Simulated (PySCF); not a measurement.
## Mayer bond orders and bond lengths

C₃H₂Cl₂O.
Atom-mapped SMILES: `[CH2:1]=[C:2]([Cl:3])[C:4](=[O:5])[Cl:6]` (hydrogens: H7, H8 on C1)

Structure used (GFN2-xTB), in Å, numbered top down from 1:
```xyz
8
C3H2Cl2O angstrom
C     -1.2819    0.0488    0.2421
C     -0.0457    0.4166   -0.0910
Cl     0.3356    2.0293   -0.5441
C      1.0473   -0.5812   -0.0756
O      0.9214   -1.7267    0.2206
Cl     2.6104    0.0526   -0.5407
H     -1.4753   -0.9729    0.5207
H     -2.1029    0.7430    0.2435
```

Bond orders from the PBE0/pcSseg-1 density (PySCF). The structure is a single GFN2-xTB conformer in the gas phase; no vibrational or solvent corrections.

Task: Where do the orders between heavy atoms depart from those drawn in the SMILES?

Result: The largest departure is 0.159, at C1–C2 (drawn double, 1.841).

Task: Set the Mayer orders of the bonds between heavy atoms beside their lengths.

Result: 
| bond | drawn as | length (Å) | Mayer order |
| --- | --- | --- | --- |
| C1–C2 | double | 1.332 | 1.841 |
| C2–Cl3 | single | 1.718 | 1.110 |
| C2–C4 | single | 1.480 | 0.888 |
| C4–O5 | double | 1.190 | 2.050 |
| C4–Cl6 | single | 1.750 | 1.013 |

By pair of heavy elements: C–C: lowest C2–C4 (0.888, 1.480 Å), highest C1–C2 (1.841, 1.332 Å). C–Cl: lowest C4–Cl6 (1.013, 1.750 Å), highest C2–Cl3 (1.110, 1.718 Å).

Task: And the bonds to hydrogen?

Result: C–H: 0.93 to 0.94 (2 bonds).

Task: Sum the orders of all bonds at each heavy atom with more than one neighbour and set the sums beside the valence in the SMILES.

Result: C1 3.709 (drawn 4), C2 3.839 (drawn 4), C4 3.951 (drawn 4). Orders between atoms that aren't bonded are not in these sums.

The Mayer order sums products of elements of PS (density times overlap matrix) between the two atoms' basis functions, so it depends on the basis set.

The run behind these numbers computed NMR shieldings as well. The run took about 27 s of CPU time (one thread, shared machine).
